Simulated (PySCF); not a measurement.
# Working out the ionisation energy of B

B [He] 2s2 2p1 (2P) → B⁺ [He] 2s2 (1S). Computed with PySCF 2.14 in dyall-acv3z (15s9p4d2f, 76 functions), with scalar relativity by spin-free X2C-1e. Frozen: 1s2; the 18 highest virtual orbitals dropped. Energies in hartree (1 hartree = 27.21139 eV):

| part | B (lower) | B⁺ (upper) |
| --- | --- | --- |
| UHF | -24.539841 | -24.244394 |
| CCSD correlation | -0.065996 | -0.061000 |
| (T) | -0.001397 | 0.000000 |

**Question.** What does Hartree-Fock give?

**Answer.** (-24.244394) − (-24.539841) = 0.295447 hartree = 8.040 eV.

**Question.** What do CCSD and CCSD(T) give?

**Answer.** The CCSD correlation energies differ by 0.004996 hartree = 0.136 eV and the triples by 0.001397 hartree = 0.038 eV, so CCSD gives 8.176 eV and CCSD(T) 8.214 eV.

Measured between the centres of the two terms (NIST): 8.297 eV, so CCSD(T) (valence) is off by -0.083 eV.

What remains against the reference includes basis incompleteness, the frozen core and higher excitations.
